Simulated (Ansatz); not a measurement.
**Stretch profile**

BNH2 (SMILES B=N), closed shell, at its PBE0-D4/def2-TZVP minimum:

| atom | x (Å) | y (Å) | z (Å) |
| --- | --- | --- | --- |
| B1 | -0.3969 | -0.4107 | 0.0115 |
| N2 | 0.4593 | 0.4756 | -0.0131 |
| H3 | -1.2108 | -1.2531 | 0.0349 |
| H4 | 1.1484 | 1.1882 | -0.0334 |

The bond length B1–H3 (1.172 Å at the minimum) is set to the values below, with the rest relaxed at PBE0-D4/def2-TZVP at each step. Each method's energies count from its own value at the PBE0-D4 minimum structure. Computed with Ansatz 0.2.0 (basis: def2-TZVPP); correlated methods freeze the cores. B3LYP uses VWN-RPA correlation.

```
bond length (Å)  CCSD(T) (eV)  PBE-D4 (eV)  B3LYP-D4 (eV)
          0.961         0.852        0.881          0.821
          1.010         0.455        0.479          0.434
          1.082             ?        0.135          0.110
          1.167         0.000        0.001          0.000
          1.261         0.098        0.082          0.106
          1.361         0.367        0.334          0.382
          1.469             ?        0.713          0.783
          1.581             ?        1.170          1.264
          1.699         1.756        1.678          1.798
```

Q: Fill in the withheld CCSD(T) values. (Judge from chemistry; the value comes from the calculation.)

A: The calculation gives: 0.120 eV at 1.082 Å; 0.768 eV at 1.469 Å; 1.240 eV at 1.581 Å. These count from the CCSD(T) energy at the PBE0-D4 minimum.

Minimum and curvature along this coordinate at CCSD(T): A fifth-order fit through the nearest points gives 1.170 Å, with a curvature of about 27 eV/Å².

Largest difference from the CCSD(T) curve over the scan: r2SCAN-D4 0.040; PBE0-D4 0.033; wB97M-V 0.084; HF 0.222 eV. Each curve counts from its own value at the minimum.

T1 diagnostic: at most 0.017.

For scale, one of the runs: CCSD(T)/def2-TZVPP, 90 basis functions (an equivalent command: `ansatz run in.yaml --threads 2`). Hardware: 2 CPU threads, shared host. Wall time about 1.3 s.
